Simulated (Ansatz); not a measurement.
A nudged elastic band was laid between two geometries of BFH2S (5 atoms, charge 0, multiplicity 1).

Level of theory: RKS B3LYP-D4/def2-SVP in Ansatz.

```yaml
movable_images: 7
climbing_image: yes
spring: 5.0 eV/Å²
optimiser: quadratic models (default)
start_path: through a guess of the saddle point
force_threshold: 0.05 eV/Å
iteration_limit: 60
end_points: relaxed
```

Initial state:

```xyz
5
Properties=species:S:1:pos:R:3
F -1.136 -0.897 -1.071
B -0.419 -0.339 -0.107
S 0.976 0.701 -0.585
H -0.715 -0.541 1.042
H 1.345 1.001 0.680
```

Final state:

```xyz
5
Properties=species:S:1:pos:R:3
F -0.744 -0.603 -1.108
B -0.431 -0.343 0.153
S 0.964 0.714 0.571
H -1.086 -0.819 1.044
H 1.347 0.977 -0.702
```

(1) Which bonds break or form, and what moves?

(2) What energy profile does the band end with?

(3) What is the geometry of the highest image?

(4) What are the harmonic wavenumbers there?

## Answers

(1) No bond is made or broken. The dihedral F1–B2–S3–H5 goes from -180 to 0°.

(2) The run converged. The highest image is number 4 of 0 to 8, 0.57 eV above the first end and 0.59 eV above the last; the last end lies 0.02 eV below the first. A vibrational analysis at the climbing image gives one clearly imaginary mode, 484i cm⁻¹: a first-order saddle point.

```json
{"image": "0", "path coordinate (Å)": "0.00", "energy (eV)": "0.00", "dihedral F1–B2–S3–H5 (°)": "-180"}
{"image": "1", "path coordinate (Å)": "0.32", "energy (eV)": "0.08", "dihedral F1–B2–S3–H5 (°)": "-157"}
{"image": "2", "path coordinate (Å)": "0.65", "energy (eV)": "0.28", "dihedral F1–B2–S3–H5 (°)": "-135"}
{"image": "3", "path coordinate (Å)": "0.98", "energy (eV)": "0.49", "dihedral F1–B2–S3–H5 (°)": "-113"}
{"image": "4", "path coordinate (Å)": "1.30", "energy (eV)": "0.57", "dihedral F1–B2–S3–H5 (°)": "-90"}
{"image": "5", "path coordinate (Å)": "1.62", "energy (eV)": "0.49", "dihedral F1–B2–S3–H5 (°)": "-68"}
{"image": "6", "path coordinate (Å)": "1.93", "energy (eV)": "0.28", "dihedral F1–B2–S3–H5 (°)": "-45"}
{"image": "7", "path coordinate (Å)": "2.25", "energy (eV)": "0.07", "dihedral F1–B2–S3–H5 (°)": "-22"}
{"image": "8", "path coordinate (Å)": "2.56", "energy (eV)": "-0.02", "dihedral F1–B2–S3–H5 (°)": "0"}
```

(3) 
```xyz
5
Properties=species:S:1:pos:R:3
F -0.719 -0.898 -1.145
B -0.472 -0.288 -0.004
S 0.495 1.299 -0.005
H -0.910 -0.796 0.998
H 1.656 0.609 0.114
```

(4) 484i, 376, 593, 736, 923, 1121, 1320, 2636, 2658 cm⁻¹.

Time of the run: 2.7 min on 1 CPU thread of a shared host.
